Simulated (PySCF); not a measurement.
Labels have come off several samples. The candidates:

A. SMILES C=C(/C(=C\C=C)F)F
B. `c1(OC)ccc(F)p1C`
C. propene

Spectrum 1. ¹³C{¹H} NMR (computed): δ 142.9 (CH), 121.7 (CH2), 23.7 (CH3).

Spectrum 2. ¹³C{¹H} NMR (computed): δ 168.9 (C), 159.8 (C), 138.0 (CH), 129.2 (CH2), 122.5 (CH), 102.3 (CH2).

Spectrum 3. ¹³C{¹H} NMR (computed): δ 181.1 (C), 179.0 (C), 119.5 (CH), 103.2 (CH), 57.7 (CH3), 13.6 (CH3).

Theory: structure optimised with GFN2-xTB, couplings computed with B3LYP/pcJ-1, PBE0/pcSseg-1 with gauge-including orbitals, in PySCF (non-relativistic, one conformer, equivalent nuclei averaged, no solvent).

Scale: ¹³C vs TMS (reference shieldings calculated alike). Splittings of carbon signals by F and P are missing where no couplings were computed. Shifts are as computed. Against solution values, carbons near 30 ppm lie about +3 ppm off and those near 130 ppm about +5 ppm. Of 1211 compounds with measured shifts, 218 miss one by over three times the rms of a fit or turn the order of signals round; such compounds aren't used in these exercises.

Question: Which spectrum belongs to which compound?

Answer: 1–C, 2–A, 3–B.

- Spectrum 1 (C): 3 ¹³C signals; δC 142.9 is an alkene CH; δC 121.7 is a terminal =CH2 carbon.
- Spectrum 2 (A): 6 ¹³C signals; δC 159.8 is a fully substituted alkene carbon; δC 138.0 is an alkene CH.
- Spectrum 3 (B): 6 ¹³C signals; δC 57.7 is a methyl carbon bonded to O; δC 181.1 is a unsaturated ring carbon.
